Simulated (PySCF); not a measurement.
A structure optimised at PBE-D3(BJ)/def2-TZVP, used in a PySCF frequency run:

```xyz
3

N      0.0000     0.0000    -1.2080
N      0.0000     0.0000    -0.0703
O      0.0000     0.0000     1.1185
```

Write its SMILES, formula and point group.

N#[N+][O-], N2O, C∞v

What are its rotational constants (standard atomic weights)?

12.471 GHz (linear rotor, B only)
